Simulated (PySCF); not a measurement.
Working out the ionisation energy of F

F [He] 2s2 2p5 (2P) → F⁺ [He] 2s2 2p4 (3P). Computed with PySCF 2.14 in x2c-TZVPPall, with the spin-free X2C one-electron Hamiltonian (Gaussian nucleus). Frozen: nothing. Energies in hartree (1 hartree = 27.21139 eV):

```csv
part,F (lower),F⁺ (upper)
UHF,-99.498859,-98.924060
MP2 opposite-spin,-0.166575,-0.123267
MP2 same-spin,-0.050112,-0.035991
```

What does Hartree-Fock give?

(-98.924060) − (-99.498859) = 0.574799 hartree = 15.641 eV.

What do MP2 and SCS-MP2 (6/5 opposite-spin, 1/3 same-spin) give?

The opposite-spin parts differ by 1.178 eV and the same-spin parts by 0.384 eV. MP2: 15.641 + (1.178) + (0.384) = 17.203 eV. SCS-MP2: 15.641 + 1.2 × (1.178) + (0.384)/3 = 17.183 eV.

Measured between the centres of the two terms (NIST): 17.427 eV, so MP2 (valence and next inner shell) is off by -0.224 eV.

What remains against the reference includes basis incompleteness and correlation beyond second order.
